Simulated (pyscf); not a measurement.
A first-order saddle from PySCF, ωB97X-D3(BJ)/def2-SVP:

```xyz
9

B      0.0823    -0.0377    -0.0692
F      0.6666     1.1916    -0.2539
H      0.9152    -0.8326     0.5765
H     -0.2994    -0.6949    -1.0059
C     -1.2767     0.1162     1.0385
H      0.0387    -0.4920     1.1258
H     -1.9452    -0.7554     1.0489
H     -1.1191     0.4837     2.0660
H     -1.7516     0.9354     0.4800
```
Charge 0, spin multiplicity 1.

Surface: singlet, charge 0. Lowest wavenumbers (cm⁻¹): 1248i, 175, 334, 664, 759.

Question: What reaction is this the transition state of?

Answer: H₂B–F + methane (CH₄) <-> H₃C–BH–F + hydrogen (H₂), a four-centre exchange read from left to right: B–H, C–H broken and B–C, H–H formed. At ωB97M-D3(BJ)/def2-TZVP it lies +145.3 kJ/mol from the left side and +135.7 kJ/mol from the right (each side as separated species at their lowest minima found). At the saddle there is also a short B–H contact that neither side keeps. This is the saddle that the search found; another between the same sides may lie lower.
